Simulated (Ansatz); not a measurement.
# Reading a saddle point

A first-order saddle point of CH₇ClSi, singlet, PBE0-D4/def2-TZVP, with one imaginary mode of 1190i cm⁻¹:

Si1  (-0.917, 0.409, -0.075)
H2  (-1.111, -1.011, -0.898)
H3  (-1.144, 1.117, -1.348)
H4  (-1.874, -0.101, 0.924)
Cl5  (-0.286, 2.135, 1.054)
H6  (0.011, -0.874, -0.464)
C7  (1.070, -0.398, 0.130)
H8  (1.610, 0.438, -0.309)
H9  (1.519, -1.333, -0.231)
H10  (1.123, -0.383, 1.216)
(Å)

Computed with Ansatz 0.2.0 (basis: def2-TZVPP and def2-QZVPP); correlated methods freeze the cores. Extrapolation: Hartree–Fock as exp(−7.88 √X), correlation as X^−2.97.

Q: Which contacts change along the imaginary mode, and what lies on either side? (A judgement: the text doesn't fix the answer.)

A: Computed: The step is SiH₃Cl ([SiH3][Cl]) + CH₄ → CH₅ClSi ([CH3][SiH2][Cl]) + H₂, with the molecules in contact on both sides. Shortening one way: Si1–C7, H2–H6; lengthening the same way: Si1–H2, H6–C7.
| pair | one side (Å) | saddle (Å) | other side (Å) |
| --- | --- | --- | --- |
| Si1–C7 | 4.25 | 2.15 | 1.86 |
| H2–H6 | 2.96 | 1.21 | 0.75 |
| Si1–H2 | 1.48 | 1.65 | 3.42 |
| H6–C7 | 1.09 | 1.30 | 3.70 |

Q: Which side is lower, and how far does the saddle lie above each? (An estimate is asked for; the value comes from the calculation.)

A: Computed: The side with Si1–H2, H6–C7 short is lower by 18.2 kJ/mol; the saddle lies 298.7 kJ/mol above it and 280.5 kJ/mol above the other (CCSD(T) at an estimated basis limit (MP2 extrapolated from triple and quadruple zeta, plus CCSD(T) − MP2 in triple zeta); electronic energies).

T1 diagnostic: at most 0.011. The start structure is not quite a true minimum (one mode of 30i cm⁻¹).

Labels in which every atom is bracketed show which atoms are joined, not bond orders.

For scale, one of the runs: CCSD(T)/def2-TZVPP, 213 basis functions, launched by `ansatz run in.yaml --threads 4 --pin off --events-out ev --progress --plain --max-ram 9574MiB`. Hardware: 4 CPU threads of an Arm Neoverse V1, shared host. Wall time 45 s; peak host memory 2.9 GiB.
